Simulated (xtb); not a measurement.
xtb input (GFN2-xTB):

```bash
xtb mol.xyz --gfn 2 --ohess tight --chrg 0 --uhf 0
```
mol.xyz:
```
5

O     -0.82925032    -0.44764749     0.00593219
C      0.21014719     0.42032072    -0.03682422
O      1.33329290     0.03663304     0.03295101
H     -0.44540338    -1.39893563    -0.03720547
H     -0.18123166     1.44003017     0.01124111
```

End of the output:

```
optimized geometry written to: xtbopt.xyz

           -------------------------------------------------
          | TOTAL ENERGY              -11.283007443790 Eh   |
          | TOTAL ENTHALPY            -11.246901023958 Eh   |
          | TOTAL FREE ENERGY         -11.275100613637 Eh   |
          | GRADIENT NORM               0.000165970603 Eh/α |
          | HOMO-LUMO GAP               5.152558998200 eV   |
           -------------------------------------------------

------------------------------------------------------------------------
------------------------------------------------------------------------
 total:
 SCF:
 ANC optimizer:
 analytical hessian:
```
